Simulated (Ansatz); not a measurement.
**Si₂, triplet in 6-31G*: errors against full CI**

Geometry: MP2(full)/6-31G*, from the G2/97 set.

```xyz
2

Si    0.0000    0.0000    0.0000
Si    0.0000    0.0000    2.2601
```

Basis 6-31G* (Cartesian d functions); Ansatz 0.2.0. Correlated methods freeze the noble-gas cores, which leaves 8 electrons in 28 orbitals. R marks a restricted (for open shells ROHF) determinant, U an unrestricted one. Active spaces: valence = (8e, 8o) chosen from the atoms' valence shells.

Full CI is exact within this basis and frozen core; it isn't the basis-set limit. The frozen core follows each run's orbitals, which can shift R against U totals by a few meV.

Coupled cluster chose its determinant by a search with trial CCSD, here up to 0.64 eV above the lowest Hartree–Fock solution of its kind.

```
UHF ⟨S²⟩                            : 2.014
⟨S²⟩ of the determinant under UCCSD : 2.022
T1 diagnostic (RCCSD)               : 0.0262
largest doubles amplitude (RCCSD)   : 0.169
T1 diagnostic (UCCSD)               : 0.0249
```

```
                   level  E − E(full CI) (mEh)  share of correlation (%)    wall time
                    RHF†                163.00                         –            –
                    UHF†                159.95                         –       0.63 s
                   RCCSD                 14.16                     92.41            –
                   UCCSD                 13.76                     92.63            –
                RCCSD(T)                  3.10                     98.34        2.8 s
                UCCSD(T)                  3.09                     98.35        3.5 s
                 BCCD(T)                  3.18                     98.30        2.8 s
                  RCCSDT                  1.64                     99.12            –
                  UCCSDT                  1.55                     99.17            –
               RCCSDT(Q)                  0.28                     99.85        8.5 s
               UCCSDT(Q)                  0.25                     99.86          9 s
                 RCCSDTQ                  0.20                     99.89  11 s (H100)
                 UCCSDTQ                  0.18                     99.90  12 s (H100)
  CASSCF (valence space)                100.94                     45.92            –
  NEVPT2 (valence space)                 23.16                     87.59        2.4 s
  MRCISD (valence space)                  6.28                     96.64            –
MRCISD+Q (valence space)                 -0.08                    100.04        3.1 s
```

A dagger marks rows that describe another state than the reference (another or a broken symmetry, a higher spin or other natural occupations), so the difference holds a gap between states beside the method's error.

The correlation energy at full CI, counted from the determinant under the R cluster runs, is -5.079 eV. That run took 2.2 s on 5 threads of AMD EPYC 7R13 with a whole H100 80 GB, shared host over 52,403,200 determinants.

Run but not shown, since their state, orbitals or frozen core can't be matched to the reference's or they repeat it: RMP2, UMP2, CISD, CISDTQ.

Times hold each run's SCF and search for its determinant on a shared host, so for small cases they say little of a method's own cost; rows without a card ran on 1 thread of AMD EPYC 7R13.

Full CI was held to the symmetry of the reference determinant.

The full-CI state has the irrep B2u of D2h, in the program's axes (one component, if the state is degenerate).

Natural occupations of full CI about the gap: 1.949 1.887 1.833 1.007 0.955 0.153 0.078 0.038 0.016 0.011; effectively unpaired electrons, Σ n²(2−n)², 2.26.

Atomization energy (electronic, same basis, no zero-point term; atoms at the same level, unrestricted beside the R rows where the molecule is a closed shell, with restricted open-shell steps beyond CCSDT(Q)) at full CI: 262.1 kJ/mol. Errors of other levels:

```
                   level  error (kJ/mol)
                   RCCSD           -30.8
                   UCCSD           -30.1
                RCCSD(T)            -6.4
                UCCSD(T)            -6.5
                 BCCD(T)            -6.6
                  RCCSDT            -4.2
                  UCCSDT            -4.0
               RCCSDT(Q)            -0.8
               UCCSDT(Q)            -0.7
                 RCCSDTQ            -0.5
                 UCCSDTQ            -0.5
  CASSCF (valence space)           -18.4
  NEVPT2 (valence space)             2.7
  MRCISD (valence space)           -11.9
MRCISD+Q (valence space)            -4.1
```

This basis is far from its limit, so the value isn't to be set against a measured one. Truncated CI isn't size-consistent, which counts against it in atomization.
